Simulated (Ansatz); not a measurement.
This script makes a ladder of basis sets of AlBH4Si, SMILES [BH]1[AlH][SiH2]1 with the Ansatz DFT code, driven from Python.

Script `basis.py`:
```python
# -*- coding: utf-8 -*-
"""Basis-set convergence for AlBH4Si."""

import ansatz as az

FUNCTIONAL = "HF"


def main():
    geometry_ang = [
        ("B", (-1.0987, -0.5926, -0.236)),
        ("Al", (0.9448, -0.5109, -0.8689)),
        ("Si", (0.0405, 0.6684, 0.71)),
        ("H", (-2.1596, -0.9759, -0.3979)),
        ("H", (2.1741, -0.9845, -1.7985)),
        ("H", (-0.1969, 2.1002, 0.4392)),
        ("H", (0.3571, 0.2273, 2.1065)),
    ]
    molecule = az.Crystal.molecule()
    for symbol, xyz in geometry_ang:
        molecule = molecule.atom(symbol, xyz)

    setup = molecule.calculation().functional(FUNCTIONAL)

    energies = {}
    for basis in ["cc-pVDZ", "cc-pVTZ"]:
        r = setup.basis(gaussian=basis).run(threads=1).report
        size = r["n_frozen"] + r["n_occupied"][0] + r["n_virtual"][0]
        energies[basis] = (r["reference_energy_ev"] / 27.211386246, r["free_energy_ev"] / 27.211386246)
        print(f"{basis:14s} {size:4d} orbitals  reference {energies[basis][0]:14.6f} Ha  total {energies[basis][1]:14.6f} Ha")

    last = energies["cc-pVTZ"][1]
    for basis, (_, total) in energies.items():
        print(f"{basis:14s} lies {27.211386 * (total - last):9.4f} eV above cc-pVTZ")


if __name__ == "__main__":
    main()
```

How far does the total energy move along this ladder of basis sets?

Against cc-pVDZ: cc-pVTZ -31.4 mHa. The last step alone is -31.35 mHa.

What the script printed:

```console
$ python basis.py
cc-pVDZ          70 orbitals  reference    -557.711682 Ha  total    -557.711682 Ha
cc-pVTZ         154 orbitals  reference    -557.743033 Ha  total    -557.743033 Ha
cc-pVDZ        lies    0.8531 eV above cc-pVTZ
cc-pVTZ        lies    0.0000 eV above cc-pVTZ
```

The drop along the ladder measures the basis error, and is no property of the molecule. The geometry is a force-field or estimated start, not a minimum of this method, and the last set is no limit. Much of the fall in a total is atomic energy, which cancels in bond and reaction energies. For Al to Cl the sets with a tight d function, cc-pV(X+d)Z, are usual. Finished in 1.8 s on 1 thread of AMD EPYC 9R45 96-Core Processor (Zen 5), with other jobs on the host, peak memory 0.36 GiB.
